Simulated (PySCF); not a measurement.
Carbonyl fluoride, CF2O.
Structure used (PBE0-D3(BJ)/def2-SVP), in Å, numbered top down from 1:
```xyz
4
CF2O angstrom
O     -0.3473    1.0568    0.7936
C     -0.0629    0.0280    0.3117
F      0.9437   -0.7310    0.6569
F     -0.6988   -0.5626   -0.6650
```

The closed-shell ground state was solved at several levels (PySCF, density fitting, gas phase, non-relativistic).

| level | basis functions | total energy (Eh) | HOMO (eV) | LUMO (eV) | gap (eV) | dipole (D) |
| --- | --- | --- | --- | --- | --- | --- |
| B3LYP/pcSseg-2 | 144 | -313.1568 | -10.12 | -0.83 | 9.29 | 1.15 |
| mPW1PW91/pcSseg-2 | 144 | -313.0771 | -10.43 | -0.49 | 9.94 | 1.15 |
| OPBE/pcSseg-2 | 144 | -313.0008 | -8.44 | -1.48 | 6.96 | 1.15 |
| KT3/pcSseg-2 | 144 | -317.0645 | -8.68 | -1.59 | 7.09 | 1.13 |
| HF/pcSseg-2 | 144 | -311.7424 | -15.18 | 4.13 | 19.31 | 1.26 |
| BLYP/pcSseg-2 | 144 | -313.1347 | -8.42 | -1.64 | 6.78 | 1.14 |
| B97-D/pcSseg-2 | 144 | -312.9900 | -8.53 | -1.60 | 6.93 | 1.15 |
| LDA/pcSseg-2 | 144 | -311.0396 | -8.74 | -2.04 | 6.70 | 1.15 |

**Question.** What might PBE/pcSseg-2 (144 basis functions) give for the same quantities?

**Answer.** Total energy -312.8582 Eh, HOMO -8.49 eV, LUMO -1.69 eV, gap 6.80 eV, dipole 1.15 D.

**Question.** Over all these levels, which gives the widest orbital gap and which the narrowest?

**Answer.** HF/pcSseg-2 (Hartree–Fock, all exact exchange) has the widest, 19.31 eV, and LDA/pcSseg-2 (LDA) the narrowest, 6.70 eV. From the narrowest to the widest the HOMO moves by -6.44 eV and the LUMO by +6.17 eV.

**Question.** In the pcSseg-2 basis, how does the gap go with the fixed share of exact exchange?

**Answer.** LDA (0 %) 6.70 eV; BLYP (0 %) 6.78 eV; PBE (0 %) 6.80 eV; B97-D (0 %) 6.93 eV; OPBE (0 %) 6.96 eV; KT3 (0 %) 7.09 eV; B3LYP (20 %) 9.29 eV; mPW1PW91 (25 %) 9.94 eV; HF (100 %) 19.31 eV. Each rise in the share widens the gap here.

**Question.** How far do the dipole and the HOMO energy spread over the levels?

**Answer.** The dipole runs from 1.13 to 1.26 D (mean 1.16 D) and the HOMO from -15.18 to -8.42 eV.

The pairwise dispersion term of B97-D wasn't added to the energies; at a given geometry it leaves orbitals and properties as they are.
